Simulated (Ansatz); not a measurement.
One change: `NC(N)(N)F` becomes `NC(N)(F)F`.

Ansatz, PBE0-D4/def2-TZVP geometries, multiplicity 1. Each molecule was computed in one conformer, which needn't be the lowest.

| property | `NC(N)(N)F` |
| --- | --- |
| LUMO energy (PBE/def2-TZVPP) / eV | -0.01 |
| HOMO–LUMO gap (PBE/def2-TZVPP) / eV | 5.42 |
| LUMO energy (PBE0/def2-TZVPP) / eV | 0.80 |
| zero-point energy (PBE0-D4/def2-TZVP) / kJ/mol | 241.5 |
| HOMO–LUMO gap (B3LYP/def2-TZVPP) / eV | 7.18 |
| size of the dipole moment (B3LYP/def2-TZVPP) / D | 2.17 |

Q: What does the change do to each property? (Best estimate.)

A: Ansatz gave: 
| property | `NC(N)(F)F` | shift |
| --- | --- | --- |
| LUMO energy (PBE/def2-TZVPP) / eV | 0.22 | 0.23 |
| HOMO–LUMO gap (PBE/def2-TZVPP) / eV | 6.78 | 1.36 |
| LUMO energy (PBE0/def2-TZVPP) / eV | 1.05 | 0.25 |
| zero-point energy (PBE0-D4/def2-TZVP) / kJ/mol | 175.8 | -65.7 |
| HOMO–LUMO gap (B3LYP/def2-TZVPP) / eV | 8.58 | 1.40 |
| size of the dipole moment (B3LYP/def2-TZVPP) / D | 1.39 | -0.78 |

With PBE0 the HOMO falls by 1.21 eV and the LUMO rises by 0.25 eV, so the gap widens by about 1.46 eV. PBE moves the HOMO by -1.12 eV and ωB97M-V by -1.24 eV. The zero-point energy changes by -65.7 kJ/mol with -6 modes. Dipoles are sizes alone; their direction can turn.

B3LYP here is the variant with VWN-RPA as its local correlation; programs differ in this.
